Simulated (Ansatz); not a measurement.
```yaml
crystal:
  periodic: [false, false, false]
  atoms:
    - {symbol: Ge, position_ang: [0.000000, 0.000000, 0.000000]}
    - {symbol: Be, position_ang: [0.000000, 0.000000, 2.046000]}
basis:
  gaussian: {orbitals: def2-TZVP}
hamiltonian: {xc: pbe0}
relax: {f_tol: 0.004, max_steps: 80}
```

```sh
$ ansatz run in.yaml --threads 1 --pin off --events-out ev --progress --plain --max-ram 2176MiB
```

Steps of the relaxation (energy above the last step; positions in Å, forces in eV/Å):

```
2
step 1, 68.0 meV
Ge    0.000    0.000    0.000    0.000    0.000   -1.269
Be    0.000    0.000    2.046    0.000    0.000    1.269
```

```
2
step 2, 7.7 meV
Ge    0.000    0.000   -0.037    0.000    0.000   -0.386
Be    0.000    0.000    2.083    0.000    0.000    0.386
```

```
2
step 3, 0.0 meV
Ge    0.000    0.000   -0.057    0.000    0.000   -0.020
Be    0.000    0.000    2.103    0.000    0.000    0.020
```

```
2
step 4, 0.0 meV
Ge    0.000    0.000   -0.058    0.000    0.000    0.000
Be    0.000    0.000    2.104    0.000    0.000    0.000
```

Close pairs at the end: Ge1–Be2 2.162 Å.

A stationary point of restricted PBE0 after 4 steps (its stability towards spin polarisation wasn't tested). 6.5 s on 1 thread of Arm Neoverse V1, shared host.
